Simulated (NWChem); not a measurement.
**One shape, several levels: AlCl2 (SMILES [Cl][Al][Cl])**

Wanted: a comparison of 5 runs (UHF/STO-3G, UHF/3-21G, UHF/def2-SVP, UB3LYP/pcseg-1, UB3LYP/6-31G*) of AlCl2. 

Program for the calculation: NWChem 7.3.0.

### Step 1. The molecule

AlCl2 has 3 atoms, charge 0, and is taken as a doublet. SMILES: `[Cl][Al][Cl]`. The shape is that of a PBE0-D4/def2-TZVP optimisation.

Bond lengths: Cl1–Al2 2.102 Å, Al2–Cl3 2.102 Å. Angles: Cl1–Al2–Cl3 118.9°.

### Step 2. Energy and forces at UHF/STO-3G (run 1)

alcl2.nw reads:

```
start alcl2
memory 2200 mb
charge 0

geometry noautosym nocenter noautoz
Cl     1.374800     0.868300     0.838700
Al    -0.432100     0.520700    -0.177200
Cl    -0.953600    -1.453800    -0.674700
end

basis spherical bse
* library STO-3G
end

scf
doublet
uhf
thresh 1e-08
maxiter 80
end

task scf gradient
```

Command:

```sh
nwchem alcl2.nw > alcl2.out
```

What it wrote:

```text
[...]
  functions       =    27
[...]
  wavefunction    = UHF
[...]
         Total SCF energy =  -1148.311654933293
      One electron energy =  -1902.542141994522
      Two electron energy =    600.704281114418
 Nuclear repulsion energy =    153.526205946810
                       Sz =      0.5000
                 Sz(Sz+1) =      0.7500
                      S^2 =      0.7536
[...]
                         UHF ENERGY GRADIENTS
    atom               coordinates                        gradient
                 x          y          z           x          y          z
   1 Cl      2.597995   1.640849   1.584913    0.002053   0.005083   0.001665
   2 Al     -0.816551   0.983980  -0.334859    0.002691  -0.003365   0.001090
   3 Cl     -1.802043  -2.747284  -1.274998   -0.004744  -0.001718  -0.002755
[...]
```

Run time: 1.4 s. Hardware: 1 thread of AMD EPYC 9R14 (Zen 4), shared host; peak memory 0.099 GiB.

### Step 3. Energy and forces at UHF/3-21G (run 2)

alcl2.xyz reads:

```xyz
3

Cl     1.374800     0.868300     0.838700
Al    -0.432100     0.520700    -0.177200
Cl    -0.953600    -1.453800    -0.674700
```

run.py reads:

```python
from ase.io import read
from ase.calculators.nwchem import NWChem

system = read('alcl2.xyz')

calc = NWChem(
    label='alcl2',
    theory='scf',
    memory='2200 mb',
    basis='3-21G',
    basispar='spherical bse',
    scf={'nopen': '1', 'uhf': None, 'thresh': '1e-08', 'maxiter': '80'},
)
system.calc = calc

forces = system.get_forces()
e = system.get_potential_energy()
print(f"E = {e:.6f} eV")
print("forces (eV/A):")
for s, f in zip(system.symbols, forces):
    print(f"{s:2s} {f[0]:10.5f} {f[1]:10.5f} {f[2]:10.5f}")
```

Command:

```sh
export ASE_NWCHEM_COMMAND="nwchem PREFIX.nwi > PREFIX.nwo"
python run.py
```

What it wrote:

```text
E = -31437.255107 eV
forces (eV/A):
Cl    1.54240    0.28956    0.86641
Al   -1.10398    1.39513   -0.44547
Cl   -0.43842   -1.68469   -0.42094
```

The calculator wrote alcl2.nwi:

```
title "alcl2"

permanent_dir alcl2

scratch_dir alcl2

start alcl2

geometry units angstrom nocenter noautosym noautoz
  Cl 1.3748000000000000e+00 8.6829999999999996e-01 8.3870000000000000e-01
  Al -4.3209999999999998e-01 5.2070000000000005e-01 -1.7720000000000000e-01
  Cl -9.5360000000000000e-01 -1.4538000000000000e+00 -6.7469999999999997e-01
end

memory 2200 mb

basis spherical bse noprint
   * library 3-21G
end

scf
  nopen 1
  uhf
  thresh 1e-08
  maxiter 80
end

task scf gradient
```

alcl2.nwo:

```text
Northwest Computational Chemistry Package (NWChem) 7.3.0
             --------------------------------------------------------

           Job information
           ---------------

    nwchem branch   = 7.3.0
    use scalapack   = T
    input           = alcl2.nwi
    prefix          = alcl2.
    data base       = alcl2/alcl2.db
    status          = startup
    nproc           =        1

           Memory information
           ------------------

    heap     =     72089600 doubles =      550.0 Mbytes
    stack    =     72089597 doubles =      550.0 Mbytes
    global   =    144179200 doubles =     1100.0 Mbytes (distinct from heap & stack)
    total    =    288358397 doubles =     2200.0 Mbytes
    verify   = yes
    hardfail = no

[... 34 lines left out ...]
            Nuclear Dipole moment (a.u.)
[... 69 lines left out ...]
 1-e energy   =   -1906.610888
[... 7 lines left out ...]
         Quadratically convergent UHF
[... 14 lines left out ...]
       Final UHF  results
[... 3 lines left out ...]
      One electron energy =  -1906.762978890209
[... 1 line left out ...]
 Nuclear repulsion energy =    153.526205946810
[... 46 lines left out ...]
          Final beta eigenvalues
[... 209 lines left out ...]
                     UHF Final Beta Molecular Orbital Analysis
[... 227 lines left out ...]
                                       alcl2

  wavefunction    =   UHF

                         UHF ENERGY GRADIENTS

    atom               coordinates                        gradient
                 x          y          z           x          y          z
   1 Cl      2.597995   1.640849   1.584913   -0.029995  -0.005631  -0.016849
   2 Al     -0.816551   0.983980  -0.334859    0.021469  -0.027131   0.008663
   3 Cl     -1.802043  -2.747284  -1.274998    0.008526   0.032762   0.008186

                 ----------------------------------------
                 |  Time  |  1-e(secs)   |  2-e(secs)   |
                 ----------------------------------------
                 |  CPU   |       0.00   |       0.18   |
                 ----------------------------------------
                 |  WALL  |       0.00   |       0.18   |
                 ----------------------------------------

 Task  times  cpu:        0.9s     wall:        0.9s
 Total times  cpu:        0.9s     wall:        0.9s
```

Wall time 2.1 s (1 thread of AMD EPYC 9R14 (Zen 4), shared host); peak memory 0.099 GiB.

Runs 3 to 4 aren't shown in full; the table further down has their settings and results.

### Step 4. Energy and forces at UB3LYP/6-31G(d) (Cartesian functions) (run 5)

alcl2.nw reads:

```
start alcl2
title "AlCl2"
memory total 2200 mb

geometry units angstrom noautosym nocenter noautoz
   Cl       1.374800       0.868300       0.838700
   Al      -0.432100       0.520700      -0.177200
   Cl      -0.953600      -1.453800      -0.674700
end

basis
   Cl library 6-31G*
   Al library 6-31G*
end

dft
   xc b3lyp
   mult 2
   grid xfine
   convergence energy 1e-08
   iterations 100
   mulliken
   print medium
end

task dft gradient
```

Command:

```sh
nwchem alcl2.nw > alcl2.out
```

What it wrote:

```text
[...]
          Wavefunction type:  spin polarized.
          No. of atoms     :     3
          No. of electrons :    47
[...]
          Charge           :     0
          Spin multiplicity:     2
[...]
          AO basis - number of functions:    57
[...]
              XC Information
              --------------
                         B3LYP Method XC Potential
                     Hartree-Fock (Exact) Exchange  0.200
                        Slater Exchange Functional  0.800 local
                    Becke 1988 Exchange Functional  0.720 non-local
              Lee-Yang-Parr Correlation Functional  0.810
                  VWN I RPA Correlation Functional  0.190 local
[...]
 d= 0,ls=0.0,diis     1  -1162.8745644816 -1.32D+03  1.49D-02  1.33D-01     1.1
[...]
 d= 0,ls=0.0,diis     9  -1162.9261106550 -8.26D-09  1.49D-06  2.17D-09     7.8
[...]
         Total DFT energy =    -1162.926110654990
      One electron energy =    -1913.971749624817
           Coulomb energy =      672.755920044745
    Exchange-Corr. energy =      -75.236487021728
 Nuclear repulsion energy =      153.526205946810
[...]
      Total Density - Mulliken Population Analysis
     ---------------------------------------------
    Atom       Charge   Shell Charges
 -----------   ------   -------------------------------------------------------
    1 Cl  17    17.22   2.00  1.99  5.97  1.46  3.63  0.53  1.67 -0.04
    2 Al  13    12.56   2.00  1.99  5.96  1.07  1.02  0.26  0.13  0.13
    3 Cl  17    17.22   2.00  1.99  5.97  1.46  3.63  0.53  1.67 -0.04
[...]
      <S2> =      0.7515 (Exact =     0.7500)
[...]
  wavefunction    = open shell
                         DFT ENERGY GRADIENTS
    atom               coordinates                        gradient
                 x          y          z           x          y          z
   1 Cl      2.597995   1.640849   1.584913   -0.006222  -0.001368  -0.003517
   2 Al     -0.816551   0.983980  -0.334859    0.004281  -0.005387   0.001730
   3 Cl     -1.802043  -2.747284  -1.274998    0.001941   0.006755   0.001787
[...]
```

Wall time 11 s (1 thread of AMD EPYC 9R14 (Zen 4), shared host); peak memory 0.12 GiB.

### Step 5. The series

| run | level | iteration cap | module | energy (Eh) | dipole moment (D) | HOMO energy (eV) | LUMO energy (eV) | wall time |
| --- | --- | --- | --- | --- | --- | --- | --- | --- |
| 1 | UHF/STO-3G | 80 | scf | -1148.311655 | 4.15 | -7.07 | 4.21 | 1.4 s |
| 2 | UHF/3-21G | 80 | scf | -1155.297826 | 2.99 | -9.70 | -0.53 | 2.1 s |
| 3 | UHF/def2-SVP | 80 | scf | -1160.669708 | – | – | – | 3.3 s |
| 4 | UB3LYP/pcseg-1 | 100 | dft | -1162.937766 | 1.81 | -6.58 | -3.85 | 8.7 s |
| 5 | UB3LYP/6-31G* (Cartesian functions) | 100 | dft | -1162.926111 | 1.70 | -6.49 | -3.74 | 11 s |

### Step 6. Outcome

```
                                 quantity           value
                      run 5: total energy  -1162.92611 Eh
                     run 5: dipole moment          1.70 D
run 5: HOMO energy (highest over α and β)        -6.49 eV
 run 5: LUMO energy (lowest over α and β)        -3.74 eV
                              run 5: ⟨S²⟩           0.751
          run 5: largest force on an atom      0.374 eV/Å
```

What this shows: Over runs 1, 2, 4, 5 the dipole moment (its size) runs from 1.70 D (UB3LYP/6-31G*) to 4.15 D (UHF/STO-3G). The two ends differ in method and basis. In run 1 the basis is minimal, so the values are rough. All runs together took 26 s, the longest 11 s.
